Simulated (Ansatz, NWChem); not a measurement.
C3H6 (propene): the vertical energy of the triplet above the singlet from total energies

The species is C3H6 (9 atoms), meant as a singlet with charge 0. As SMILES, `C=CC`. Geometry: relaxed at PBE0-D4/def2-TZVP.

Both states at this one shape; open shells run unrestricted unless said. 1 Eh = 27.2114 eV.

```tsv
level	program	singlet C3H6 (Eh)	triplet C3H6 (Eh)
BLYP/cc-pVDZ	NWChem	-117.830431	-117.659219
B3LYP/6-31G* (Cartesian functions)	Ansatz	-117.907329	-117.739824
B3LYP/cc-pVDZ	Ansatz	-117.911104	-117.744011
HSE06/cc-pVDZ	Ansatz	-117.750857	-117.588793
```

Problem. Work out the vertical gap, second state less first, at each level.

Solution. 
1. BLYP/cc-pVDZ: -117.659219 − (-117.830431) = 0.171212 Eh = 4.66 eV.
2. B3LYP/6-31G* (Cartesian functions): -117.739824 − (-117.907329) = 0.167505 Eh = 4.56 eV.
3. B3LYP/cc-pVDZ: -117.744011 − (-117.911104) = 0.167093 Eh = 4.55 eV.
4. HSE06/cc-pVDZ: -117.588793 − (-117.750857) = 0.162064 Eh = 4.41 eV.

No measured value is set beside it here; the levels span 4.41 to 4.66 eV.
